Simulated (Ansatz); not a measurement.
## Isomers

Structures of BSiNH5 (charge +1), closed shell, relaxed at PBE0-D4/def2-TZVP (vibrations not checked; lower isomers may exist, and structures with a doubtful reference or unclear bonds are left out). Program: Ansatz 0.2.0. Basis: def2-TZVPP. Cores are frozen in the correlated methods. B3LYP uses VWN-RPA correlation.

(1) Rank them by CCSD(T) energy, lowest first, and give each one's height above the lowest. Links in brackets join atoms within 1.22 times the sum of their covalent radii (1.1 for two metals). (To be estimated.)
A.
BSiNH₅ ([BH][NH][SiH3]), total charge +1
```
8
angstrom
B -1.1694 0.3913 -0.7511
N -0.2116 0.3037 0.1235
Si 0.6970 -1.2993 0.3736
H -2.0236 0.4084 -1.5543
H 0.0208 -2.1770 -0.6025
H 0.0832 1.0887 0.7020
H 2.0944 -0.9789 0.0395
H 0.4418 -1.6437 1.7819
```
B.
BSiNH₅ ([BH2][SiH][NH2]), total charge +1
```
8
angstrom
B -0.6964 0.7582 -1.3540
Si -0.1929 0.2566 0.5320
N 0.8538 -0.9710 0.8619
H -1.6436 0.2355 -1.8458
H -0.0465 1.5808 -1.9138
H -0.6968 0.9190 1.7503
H 1.1153 -1.2324 1.8048
H 1.3071 -1.5468 0.1646
```
C.
BSiNH₅ ([BH]1[NH2][SiH2]1), total charge +1
```
8
angstrom
B -0.9118 0.0559 -0.7123
N 0.0812 0.7947 0.1870
Si 0.3960 -1.0870 0.1456
H -1.8062 0.4782 -1.3550
H 0.7124 1.4551 -0.2711
H -0.3023 1.2572 1.0136
H 1.6998 -1.3237 -0.4955
H 0.1308 -1.6304 1.4877
```
D.
BSiNH₅ ([H]1[BH]2[NH][SiH2]12), total charge +1
```
8
angstrom
B -0.9775 0.1702 -0.6746
N -0.1437 0.5970 0.3146
Si 0.5316 -0.9824 0.3128
H -1.8551 0.5052 -1.3883
H -0.6383 -1.1256 -0.8848
H -0.0420 1.4847 0.7838
H 1.7994 -1.1944 -0.3981
H 0.0966 -1.9245 1.3524
```

(2) Do PBE-D4, r2SCAN-D4, PBE0-D4, B3LYP-D4, wB97M-V, HF, MP2 give the same order? (Judge from chemistry; the calculation decides.)

The T1 diagnostic stays at or below 0.014.

For scale, one of the runs: CCSD(T)/def2-TZVPP, 174 basis functions, launched by `ansatz run in.yaml --threads 2 --pin off --events-out ev --progress --plain --max-ram 4352MiB`. Time: 20 s of wall clock on 2 CPU threads of an Arm Neoverse V2; the host was shared. Peak host memory: 1.5 GiB.

Results:

(1) Computed: D (0.0 kJ/mol), A (14.2 kJ/mol), B (91.2 kJ/mol), C (112.9 kJ/mol). Heights count from the lowest.

(2) By the calculation: Lowest first: HF A < D < B < C. The others agree with CCSD(T).
